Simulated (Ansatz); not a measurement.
**BNH₃ (quartet): the correlation ladder, cc-pVDZ**

One table from this session's results is given with a row withheld; the runs are named, their logs left out.

Computed with Ansatz 0.2.0, Gaussian basis. Level: cc-pVDZ, core rule «outside noble gas», up to 2 orbitals frozen.

To be run: UHF; CCSD(T) on ROHF; CCSD(T) on UHF; BCCD(T) on ROHF; CISD as a restricted active space (open shells left free, so some higher excitations enter); CCSDT(Q) on ROHF; CCSDT(Q) on UHF; CASSCF and MRCISD+Q, 11 electrons in 11 orbitals; CASSCF and NEVPT2, 11 electrons in 11 orbitals.

19 further runs of the same task are left out: 9 that didn't finish, 10 set aside as unsound or not needed. Runs told in other sessions of the task aren't counted.

## What is computed

The geometry is a PBE0/def2-TZVP stationary point (not a proven minimum) of the parent state, kept for this charge and spin.

5 atoms, charge 0, spin multiplicity 4.

Atoms are counted from 1 here; the program's logs count them from 0.

Bond lengths: B1–N2 1.329 Å, B1–H3 1.210 Å, B1–H4 1.203 Å, N2–H5 0.999 Å. Angles: N2–B1–H3 118.6°, N2–B1–H4 121.4°, H3–B1–H4 120.0°, B1–N2–H5 163.5°.

The first run:

File in.yaml:

```yaml
crystal:
  periodic: [false, false, false]
  atoms:
    - {symbol: B, position_ang: [0.000000, 0.024631, 0.707241]}
    - {symbol: N, position_ang: [0.000000, -0.043245, -0.619792]}
    - {symbol: H, position_ang: [0.000000, 1.115161, 1.232352]}
    - {symbol: H, position_ang: [0.000000, -0.969115, 1.385961]}
    - {symbol: H, position_ang: [0.000000, 0.190722, -1.591212]}
basis:
  gaussian: {orbitals: cc-pVDZ}
magnetization: {spin_polarized: true, initial_magnetization: 3}
hamiltonian: {xc: hf}
output: {orbitals: {seedname: orbitals}}
```

Launch:

```sh
$ ansatz run in.yaml --threads 1 --pin off --events-out ev --progress --plain --max-ram 2393MiB
```

Steps of the session up to this table: UHF; CCSD(T) on ROHF; CCSD(T) on UHF; BCCD(T) on ROHF; CISD as a restricted active space (open shells left free, so some higher excitations enter); CCSDT(Q) on ROHF; CCSDT(Q) on UHF; CASSCF and MRCISD+Q, 11 electrons in 11 orbitals; CASSCF and NEVPT2, 11 electrons in 11 orbitals.

One of the session's tables, all rows but one given; the rest of the session is left out.

| method | from UCCSDT(Q) (kcal/mol) |
| --- | --- |
| ROHF | +160.64 |
| UHF | +152.71 |
| RMP2 | +28.65 |
| UMP2 | +28.59 |
| CISD | +14.92 |
| RCCSD | +4.44 |
| UCCSD | +4.31 |
| RCCSD(T) | +0.84 |
| UCCSD(T) | +0.82 |
| BCCD(T) | +0.82 |
| RCCSDT | +0.24 |
| UCCSDT | +0.20 |
| RCCSDT(Q) | ? |
| UCCSDT(Q) | 0 |
| CASSCF valence | +106.26 |
| NEVPT2 valence | +22.42 |
| MRCISD valence | +6.84 |
| MRCISD+Q valence | +0.84 |

Q: Estimate the row for RCCSDT(Q) from the others.

**Answer.** from UCCSDT(Q) (kcal/mol): +0.04. In the column «from UCCSDT(Q) (kcal/mol)» it lies between UCCSDT(Q) (0) and UCCSDT (+0.20).

To keep in mind: Restricted and unrestricted rows rest on different reference determinants; a gap between their highest levels can come from leftover correlation error, from unlike frozen cores or from another state.
